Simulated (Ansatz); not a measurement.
**Nudged elastic band run: CH$_{8}$AlP**

The input (input.yaml):

```yaml
crystal:
  periodic: [false, false, false]
  atoms:
    - { symbol: Al, position_ang: [0.014221, -0.145011, 0.440587] }
    - { symbol: C, position_ang: [0.01548, 0.463512, 2.319658] }
    - { symbol: H, position_ang: [-0.934714, 0.25803, 2.854214] }
    - { symbol: H, position_ang: [0.852232, 0.046426, 2.916519] }
    - { symbol: H, position_ang: [0.144917, 1.569206, 2.320842] }
    - { symbol: H, position_ang: [1.404161, -0.413621, -0.318479] }
    - { symbol: H, position_ang: [-1.34133, -0.088736, -0.420795] }
    - { symbol: P, position_ang: [-0.33087, -3.422909, 0.835557] }
    - { symbol: H, position_ang: [-0.859906, -2.850779, -0.375791] }
    - { symbol: H, position_ang: [1.032339, -3.137108, 0.473587] }
    - { symbol: H, position_ang: [-0.477728, -2.191512, 1.5893] }
basis:
  gaussian: { orbitals: def2-SVP }
hamiltonian:
  xc: pbe
neb:
  order_check: false
  images: 1
  f_tol: 0.05
  max_iterations: 60
  climbing: false
  final_atoms:
    - { symbol: Al, position_ang: [0.09951044, -0.86420612, -0.00087096] }
    - { symbol: C, position_ang: [-0.10960398, 0.24969091, 2.68541601] }
    - { symbol: H, position_ang: [-0.9565183, 0.44542292, 3.36911241] }
    - { symbol: H, position_ang: [0.85422797, 0.45476684, 3.18502478] }
    - { symbol: H, position_ang: [-0.2129581, 0.91572942, 1.80538926] }
    - { symbol: H, position_ang: [1.58829829, -0.27361146, -0.00627638] }
    - { symbol: H, position_ang: [-1.15005305, 0.02252413, -0.4695121] }
    - { symbol: P, position_ang: [-0.24344188, -3.14440523, 0.49890001] }
    - { symbol: H, position_ang: [-1.134474, -3.33086193, -0.6189896] }
    - { symbol: H, position_ang: [0.92985456, -3.55800441, -0.22904881] }
    - { symbol: H, position_ang: [-0.14603996, -0.82954707, 2.41605437] }
  initial_path:
    images:
      - { positions_ang: [[0.014221, -0.145011, 0.440587], [0.01548, 0.463512, 2.319658], [-0.934714, 0.25803, 2.854214], [0.852232, 0.046426, 2.916519], [0.144917, 1.569206, 2.320842], [1.404161, -0.413621, -0.318479], [-1.34133, -0.088736, -0.420795], [-0.33087, -3.422909, 0.835557], [-0.859906, -2.850779, -0.375791], [1.032339, -3.137108, 0.473587], [-0.477728, -2.191512, 1.5893]] }
      - { positions_ang: [[0.00111804, -0.03214218, -0.02446266], [0.00344495, 0.03185335, 2.29465337], [-0.9965587, -0.26446318, 2.67447475], [0.76962236, -0.67070798, 2.68391288], [0.23838598, 1.06139114, 2.63664898], [1.35133075, -0.05709737, -0.80542608], [-1.35065932, -0.05021848, -0.80290484], [-0.33457627, -2.43393022, 0.8559611], [-0.90477932, -3.23809701, -0.16607405], [0.91960373, -2.97738618, 1.2406406], [-0.17813021, -1.28170389, 2.04777496]] }
      - { positions_ang: [[0.09951044, -0.86420612, -0.00087096], [-0.10960398, 0.24969091, 2.68541601], [-0.9565183, 0.44542292, 3.36911241], [0.85422797, 0.45476684, 3.18502478], [-0.2129581, 0.91572942, 1.80538926], [1.58829829, -0.27361146, -0.00627638], [-1.15005305, 0.02252413, -0.4695121], [-0.24344188, -3.14440523, 0.49890001], [-1.134474, -3.33086193, -0.6189896], [0.92985456, -3.55800441, -0.22904881], [-0.14603996, -0.82954707, 2.41605437]] }
```

Launched with:

```bash
$ ansatz run input.yaml --threads 2 --pin off --max-ram 3072MiB --backend cpu --events-out ev --progress --plain --runs-dir out
```

Output, in part (warnings, iteration lines, the closing report on the highest movable image, with atoms numbered from 0):

```
NEB end point (image 0): max|allowed force component| = 2.424e-2 eV/Å (the criterion of neb.relax_end_points is 1.000e-2)
NEB end point (image 2): max|allowed force component| = 1.432e-2 eV/Å (the criterion of neb.relax_end_points is 1.000e-2)
NEB iter   1: max|band force component| = 2.850e0 eV/Å  barrier→ = 2.7494 eV  barrier← = 3.3079 eV  Δτ_max = 0.1274 Å  (77 SCF iters)
NEB iter   2: max|band force component| = 1.711e0 eV/Å  barrier→ = 2.2468 eV  barrier← = 2.8053 eV  Δτ_max = 0.1803 Å  (29 SCF iters)
NEB iter   3: max|band force component| = 2.379e0 eV/Å  barrier→ = 2.3577 eV  barrier← = 2.9161 eV  Δτ_max = 0.0880 Å  (32 SCF iters)
NEB iter   4: max|band force component| = 2.286e0 eV/Å  barrier→ = 1.9978 eV  barrier← = 2.5563 eV  Δτ_max = 0.0949 Å  (26 SCF iters)
NEB iter   5: max|band force component| = 2.257e0 eV/Å  barrier→ = 1.2610 eV  barrier← = 1.8194 eV  Δτ_max = 0.2000 Å  (26 SCF iters)
NEB iter   6: max|band force component| = 1.642e0 eV/Å  barrier→ = 0.4428 eV  barrier← = 1.0012 eV  Δτ_max = 0.1872 Å  (31 SCF iters)
NEB iter   7: max|band force component| = 1.035e0 eV/Å  barrier→ = 0.2084 eV  barrier← = 0.7668 eV  Δτ_max = 0.1913 Å  (26 SCF iters)
NEB iter   8: max|band force component| = 1.053e0 eV/Å  barrier→ = 0.1026 eV  barrier← = 0.6610 eV  Δτ_max = 0.1974 Å  (26 SCF iters)
NEB iter   9: max|band force component| = 3.755e-1 eV/Å  barrier→ = 0.1547 eV  barrier← = 0.7131 eV  Δτ_max = 0.1593 Å  (27 SCF iters)
NEB iter  10: max|band force component| = 2.573e-1 eV/Å  barrier→ = 0.1771 eV  barrier← = 0.7355 eV  Δτ_max = 0.0373 Å  (28 SCF iters)
NEB iter  11: max|band force component| = 1.243e-1 eV/Å  barrier→ = 0.1720 eV  barrier← = 0.7305 eV  Δτ_max = 0.0061 Å  (28 SCF iters)
NEB iter  12: max|band force component| = 4.259e-2 eV/Å  barrier→ = 0.1723 eV  barrier← = 0.7307 eV  Δτ_max = 0.0000 Å  (49 SCF iters)
Total energy: -17036.15236975 eV, -626.0670520695 hartree
Atom 0 at    -0.063697    -0.631891     0.173916 Å, force    -0.058781    -0.729376    -0.424388 eV/Å
Atom 1 at    -0.050341     0.073917     2.408405 Å, force    -0.102275    -0.468780     0.243318 eV/Å
Atom 2 at    -0.985353     0.193889     2.978649 Å, force    -0.060077    -0.007866     0.286667 eV/Å
Atom 3 at     0.811083    -0.146439     3.063045 Å, force    -0.039487    -0.046520     0.217523 eV/Å
Atom 4 at     0.161096     1.087908     1.976063 Å, force    -0.116961    -0.685814    -0.527577 eV/Å
Atom 5 at     1.412400    -0.299266    -0.323805 Å, force     0.048989     0.177182     0.083150 eV/Å
Atom 6 at    -1.406911     0.035941    -0.359275 Å, force    -0.027986     0.144247     0.056728 eV/Å
Atom 7 at    -0.379848    -3.010358     0.815084 Å, force    -0.000902     0.502346    -0.127633 eV/Å
Atom 8 at    -0.756108    -3.017803    -0.569429 Å, force     0.035136    -0.330491    -0.248952 eV/Å
Atom 9 at     1.030862    -3.168218     0.564510 Å, force    -0.015915    -0.147002    -0.127263 eV/Å
Atom 10 at    -0.254380    -1.030182     1.908035 Å, force     0.338260     1.592074     0.568425 eV/Å
Dipole moment:     0.108461     0.392701     0.368281 e Å
```

The forces met the threshold. No image climbed, so the highest image needn't sit at the top of the path. A band with more images between the same ends climbed to 0.82 eV, so this one has probably stepped over the top. So few images can step over the top or miss a turn of the path. The orbitals stay closed-shell, which can raise the energy where a bond breaks towards radicals; this wasn't checked here.

Final band (atoms are numbered from 1 in the order of the input):

| image | path coordinate (Å) | energy (eV) | Al1–C2 (Å) | P8–H11 (Å) | Al1–P8 (Å) |
| --- | --- | --- | --- | --- | --- |
| 0 | 0.00 | 0.000 | 1.98 | 1.45 | 3.32 |
| 1 | 1.64 | 0.172 | 2.34 | 2.27 | 2.48 |
| 2 | 3.29 | -0.558 | 2.92 | 3.01 | 2.36 |

Run time: 22 s on 2 threads of Arm Neoverse V1, with other jobs on the host, peak memory 0.12 GiB.
